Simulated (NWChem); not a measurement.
Molecule: C3H7, doublet; SMILES C[CH]C

In the optimisation the excess spin sits in a' (Cs, its own frame).

Give the equilibrium geometry at B3LYP/6-31G* (spherical d), spin-unrestricted (NWChem) as a list of bonds and angles, with the point group.

point group Cs; any orientation.
Bonds (Å): C1–C2 1.493, C1–H4 1.096, C1–H5 1.099, C1–H6 1.106, C2–C3 1.493, C2–H7 1.088, C3–H8 1.096, C3–H9 1.106, C3–H10 1.099. Angles (°): C2–C1–H4 111.9, C2–C1–H5 111.5, C2–C1–H6 112.2, H4–C1–H5 108.0, H4–C1–H6 106.7, H5–C1–H6 106.1, C1–C2–C3 121.3, C1–C2–H7 118.5, C3–C2–H7 118.5, C2–C3–H8 111.9, C2–C3–H9 112.2, C2–C3–H10 111.5, H8–C3–H9 106.7, H8–C3–H10 108.0, H9–C3–H10 106.1.
